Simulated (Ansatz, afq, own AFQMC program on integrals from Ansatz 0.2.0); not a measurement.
## HSBr, triplet in cc-pVTZ, levels against CCSDT(Q)

```tsv
atom	x (Å)	y (Å)	z (Å)
Br	0.0000	0.0000	-1.5773
H	0.0000	0.0000	-0.0033
S	0.0000	0.0000	1.5807
```

Connectivity, by distances: Br ··· S, 1 bridging H.

Basis cc-pVTZ. Only valence electrons are correlated. Ansatz 0.2.0 and our own AFQMC program on the same integrals; the CISD trial comes from CCSD amplitudes, and released means the phaseless constraint is let go. Uncertainties: one standard error, sampling alone. No spin–orbit coupling.

Determinant: UHF, the one that the program's search chose, which needn't be the lowest solution. The geometry is a point of a scan.

No full CI on the walks' own integrals is used here; CCSDT(Q) serves as the reference and is uncertain by about the last step of the cluster series.

Cautions: no relativity below Rb; no spin-orbit coupling; inner d shell frozen; lower spins were not checked; unrestricted determinant slightly spin contaminated (⟨S²⟩ 2.05 against 2.00).

```
T1 diagnostic                               : 0.0150
weight of the determinant in the CISD state : 0.852
⟨S²⟩ of the determinant                     : 2.053
size of the correlated space                : 14 electrons in 72 orbitals
```

```json
{"level": "MP2", "correlation energy (eV)": "-8.3340"}
{"level": "CCSD", "correlation energy (eV)": "-9.4390"}
{"level": "CCSD(T)", "correlation energy (eV)": "-9.8165"}
```

Estimate where phaseless AFQMC with the Hartree–Fock trial lies against CCSD(T) on the same integrals.

7.3 ± 2.2 kJ/mol above CCSD(T).

Reference: CCSDT(Q), correlation energy -9.873 eV. The released energy is read at 2.40 1/Eh (meV from the phaseless value at times in 1/Eh: -4 ± 3 at 0.24, -15 ± 4 at 0.51, -23 ± 6 at 0.99, -27 ± 6 at 1.62, -21 ± 9 at 2.40).

| level | E − E(reference) (kJ/mol) | share of correlation (%) |
| --- | --- | --- |
| CCSD(T) | 5.4 | 99.43 |
| CCSDT | 1.6 | 99.83 |
| ph-AFQMC/HF | 12.7 ± 2.2 | 98.66 |
| ph-AFQMC/CISD | 2.1 ± 0.5 | 99.78 |
| released AFQMC | 0.1 ± 0.9 | 99.99 |

A walk keeps the symmetry of its determinant, which the program's search chose and which needn't be the lowest solution, so a lower state of the same spin and another symmetry isn't excluded. Released energies are given only where the last usable release times agree within the noise; a slower fall can still hide under it.
